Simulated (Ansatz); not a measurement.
Geometry optimisation, RKS PBE/6-31G* in Ansatz 0.2.0.

Input:

```yaml
crystal:
  periodic: [false, false, false]
  atoms:
    - { symbol: Si, position_ang: [0.0, 0.0, 0.0] }
    - { symbol: "N", position_ang: [0.0, 0.0, 2.17] }
    - { symbol: H, position_ang: [-0.877, -0.2713, 2.7] }
    - { symbol: H, position_ang: [0.877, 0.2713, 2.7] }
    - { symbol: H, position_ang: [1.3768, 0.0, -0.4862] }
    - { symbol: H, position_ang: [-0.6877, 1.1914, -0.4862] }
    - { symbol: H, position_ang: [-0.6877, -1.1914, -0.4862] }
    - { symbol: H, position_ang: [0.9186, -1.3949, 0.555] }
    - { symbol: H, position_ang: [0.7292, -1.1073, 1.5131] }
basis:
  gaussian: { orbitals: "6-31G*" }
hamiltonian:
  xc: pbe
relax:
  f_tol: 0.15
  max_steps: 25
  restrain:
    - { distance: [0, 7], at: 1.46, k: 30.0 }
    - { distance: [8, 1], at: 1.06, k: 30.0 }
    - { distance: [0, 1], at: 3.02, k: 30.0 }
    - { distance: [8, 7], at: 1.86, k: 30.0 }
```

Run as:

```bash
$ ansatz run input.yaml --threads 1 --pin off --max-ram 2048MiB --backend cpu --events-out ev --progress --plain --runs-dir out
```

**Question.** Where does it end, and by what steps?

**Answer.** The forces met the threshold. The restraints hold the end off the free minimum. After 16 steps the energy has fallen by 2.906 eV (the restraints' own energy left out); H5 moved furthest, 1.47 Å. Joined: N2–H9 (1.48 → 1.04 Å).

```
step  energy less start (eV)  largest force component (eV/Å)  accepted
   0                  0.0000                           2.546       yes
   1                  0.6496                           3.951       yes
   2                  0.4593                           3.796       yes
   3                 -0.3878                           2.088       yes
   4                 -1.3255                           1.615       yes
   5                 -1.9785                           1.827       yes
   6                 -2.4818                           1.285       yes
   7                 -2.6832                           1.201       yes
   8                 -2.7267                           0.653       yes
   9                 -2.7570                           0.775       yes
  10                 -2.7948                           1.069       yes
  11                 -2.8649                           0.610       yes
  12                 -2.8911                           0.503       yes
  13                 -2.8681                           0.824        no
  14                 -2.8953                           0.547       yes
  15                 -2.8984                           0.689       yes
  16                 -2.9055                           0.549       yes
```

```xyz
9
Properties=species:S:1:pos:R:3
Si 0.394 -0.246 -0.495
N -0.249 -0.220 2.456
H -0.820 -0.813 3.070
H 0.084 0.557 3.041
H 1.025 -0.403 -1.854
H 0.278 1.217 -0.209
H -0.944 -0.914 -0.527
H 1.284 -0.904 0.481
H 0.598 -0.777 2.217
```

Time of the run: 23 s on 1 thread of Arm Neoverse V2, on a shared host, peak memory 0.098 GiB.
